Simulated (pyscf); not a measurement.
This saddle point was located with ωB97X-D3(BJ)/def2-SVP in PySCF.

```xyz
6

Cl     0.2110    -0.9307     0.9582
Ge    -1.3354    -0.1399    -0.2987
Cl    -1.3731    -1.2859    -2.1103
H     -0.9522     1.3433    -0.6682
H     -2.6760    -0.3180     0.4140
H     -0.5715     2.6274    -1.0135
```
Charge 0, spin multiplicity 2.

Surface: doublet, charge 0. Lowest wavenumbers (cm⁻¹): 768i, 136, 144, 152, 437.

Name the species on either side of this saddle.

`[Cl][GeH2][Cl]` + `[H]` [doublet] ⇌ `[Cl][GeH][Cl]` [doublet] + `[H][H]`, a hydrogen abstraction read from left to right: Ge–H broken and H–H formed. At ωB97M-D3(BJ)/def2-TZVP it lies +12.2 kJ/mol from the left side and +108.6 kJ/mol from the right (each side as separated species at their lowest minima found). One saddle was located; it need not be the lowest between these sides. The angle at the transferred H is 178°. Elements up to Kr have no core potential and no relativistic terms here.
